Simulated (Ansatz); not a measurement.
Reaction (SMILES): N=C=O + 4 [H][H] (H2) → C (CH4) + N (NH3) + O (H2O)
B3LYP-D3(BJ)/def2-TZVP geometries, fixed; electronic energies without zero-point terms.
Largest species:
```xyz
5

C      0.0000     0.0000     0.0000
H      0.6205     0.6269     0.6390
H     -0.6429    -0.6249     0.6185
H      0.6369    -0.6328    -0.6166
H     -0.6146     0.6308    -0.6409
```
Charge 0, spin multiplicity 1.

Basis-set convergence of the energy of full hydrogenation at r2SCAN with Ansatz (a program for electronic structure). Cartesian d functions, on some or all atoms, in 6-31G*, 6-31+G*; all else is spherical. The program fits the integrals of some runs and decomposes those of others, by size. No added dispersion term, no relativity. Functions are those of the species that has most. Reference: the value in pcseg-4, -73.88 kcal/mol, itself unsure by roughly 0.15 kcal/mol (its mean distance from aug-pcseg-3, aug-cc-pVQZ, cc-pV5Z). Deviations are taken from unrounded values.

| basis | functions | energy of full hydrogenation (kcal/mol) |
|---|---|---|
| 6-31G* | 47 | -59.33 |
| 6-31+G* | 59 | -67.49 |
| cc-pVDZ | 47 | -66.77 |
| aug-cc-pVDZ | 78 | -80.63 |
| def2-SVP | 47 | -67.10 |
| def2-SVPD | 71 | -80.03 |
| pcseg-1 | 47 | -68.54 |
| aug-pcseg-1 | 78 | -74.67 |
| 6-311G** | 60 | -67.86 |
| 6-311+G** | 72 | -74.41 |
| def2-TZVP | 99 | -68.89 |
| def2-TZVPD | 123 | -71.43 |
| cc-pVTZ | 104 | -70.64 |
| aug-cc-pVTZ | 161 | -74.43 |
| pcseg-2 | 104 | -73.73 |
| aug-pcseg-2 | 161 | -74.31 |
| def2-TZVPP | 107 | -72.48 |
| def2-TZVPPD | 131 | -74.25 |
| cc-pVQZ | 195 | -72.13 |
| aug-cc-pVQZ | 286 | -73.86 |
| def2-QZVPP | 201 | -73.31 |
| def2-QZVPPD | 225 | -73.83 |
| pcseg-3 | 213 | -73.82 |
| aug-pcseg-3 | 304 | -73.90 |

What the diffuse functions change, pair by pair:
- 6-31G* to 6-31+G*: 12 more functions, deviation 14.54 to 6.39 kcal/mol
- cc-pVDZ to aug-cc-pVDZ: 31 more functions, deviation 7.10 to -6.75 kcal/mol
- def2-SVP to def2-SVPD: 24 more functions, deviation 6.78 to -6.15 kcal/mol
- pcseg-1 to aug-pcseg-1: 31 more functions, deviation 5.34 to -0.79 kcal/mol
- 6-311G** to 6-311+G**: 12 more functions, deviation 6.02 to -0.54 kcal/mol
- def2-TZVP to def2-TZVPD: 24 more functions, deviation 4.99 to 2.45 kcal/mol
- cc-pVTZ to aug-cc-pVTZ: 57 more functions, deviation 3.24 to -0.55 kcal/mol
- pcseg-2 to aug-pcseg-2: 57 more functions, deviation 0.15 to -0.43 kcal/mol
- def2-TZVPP to def2-TZVPPD: 24 more functions, deviation 1.40 to -0.37 kcal/mol
- cc-pVQZ to aug-cc-pVQZ: 91 more functions, deviation 1.74 to 0.02 kcal/mol
- def2-QZVPP to def2-QZVPPD: 24 more functions, deviation 0.57 to 0.05 kcal/mol
- pcseg-3 to aug-pcseg-3: 91 more functions, deviation 0.05 to -0.02 kcal/mol

They bring the value nearer the reference by more than 0.15 kcal/mol in 10 of 12 pairs.
